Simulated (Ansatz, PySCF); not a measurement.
Antifluorite Mg₂Sn: bulk modulus by level of theory

No measured value is used here.

```json
[
 {"level (code)": "LDA (Ansatz)", "value (GPa)": "46.8", "cell (Å³/atom)": "24.65"},
 {"level (code)": "PBE (Ansatz)", "value (GPa)": "40.4", "cell (Å³/atom)": "26.38"},
 {"level (code)": "PBE-D3(BJ) (Ansatz)", "value (GPa)": "45.0", "cell (Å³/atom)": "25.19"},
 {"level (code)": "PBEsol-D3(BJ) (Ansatz)", "value (GPa)": "48.1", "cell (Å³/atom)": "24.53"},
 {"level (code)": "B3LYP (VWN-RPA form) (Ansatz)", "value (GPa)": "42.5", "cell (Å³/atom)": "26.28"},
 {"level (code)": "Hartree–Fock (Ansatz)", "value (GPa)": "44.7", "cell (Å³/atom)": "27.23"},
 {"level (code)": "MP2 (PySCF)", "value (GPa)": "44.1 ± 1", "cell (Å³/atom)": "26.16"}
]
```

A ± on a computed value is a rough bar: the spread of its extrapolation, a floor set from checks against published values, or a statistical error. Each level is taken at its own relaxed cell. Cutoffs and k meshes differ between the levels. Ansatz's density-functional and Hartree–Fock values are scalar-relativistic unless marked +SOC, with PAW data made under PBE.

Ansatz is a first-principles code.
